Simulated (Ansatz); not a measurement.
Two isomers of C3H8N2: A = `C=NCNC`, B = `C=C(N)CN`.

Isolated molecules relaxed with PBE0-D4/def2-TZVP in Ansatz; ΔE leaves out vibrations. CBS: MP2 limit from def2 TZ/QZ plus the TZ coupled-cluster correction, frozen cores. DFT in def2-TZVPP. B3LYP here is the variant with VWN-RPA as its local correlation; programs differ in this. One conformer a species, not always the lowest.

Problem. Which isomer does CCSD(T)/CBS put lower? Give the gap. (Best estimate.)

Solution. Ansatz gave: B, by 15.3 kcal/mol.

Problem. Give E(B) − E(A) in kcal/mol with B3LYP-D4, B3LYP, ωB97M-V, HF/def2-TZVPP, MP2/def2-TZVPP, CCSD(T)/def2-TZVPP, PBE-D4. (Estimate.)

Solution. Ansatz gave: B3LYP-D4 -15.1, B3LYP -14.8, ωB97M-V -15.9, HF/def2-TZVPP -12.8, MP2/def2-TZVPP -15.6, CCSD(T)/def2-TZVPP -13.9, PBE-D4 -16.1. None reverses the order clearly.

Largest T1 diagnostic: 0.011.

In def2-TZVPP, CCSD(T) changes the Hartree–Fock value by −1.1 kcal/mol (the triples alone add +0.0 kcal/mol) and MP2 by −2.7 kcal/mol. From PBE to PBE0 (25 % exact exchange), in def2-TZVPP and without D4, E(B) − E(A) moves by −0.9 kcal/mol.
